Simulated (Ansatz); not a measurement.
Basis-set extrapolation for `CC=C1CC1` (PBE0-D4/def2-TZVP geometry, frozen core, Ansatz). Multiplicity 1, RHF reference.

```
                      def2-TZVPP   def2-QZVPP
                 HF  -193.999454  -194.008097
    MP2 correlation    -0.830120    -0.881908
CCSD(T) correlation    -0.911532      not run
```

Energies in hartree. Use E(X) = E(∞) + A·exp(−7.88·√X) for Hartree–Fock and E(X) = E(∞) + B·X^(−2.97) for correlation, with X = 3 and 4, and add CCSD(T) minus MP2 of the smaller set to the MP2 limit.

Q: What is the CCSD(T) energy at the basis-set limit?

A: HF limit: -194.008097 + (-0.008643) × 0.13774 = -194.00929. MP2 limit: -0.881908 + (-0.051788) × 0.74074 = -0.92027. Higher-order term: -0.911532 − (-0.830120) = -0.08141. Total: -195.01097 hartree, 62.7 kcal/mol below CCSD(T)/def2-TZVPP.
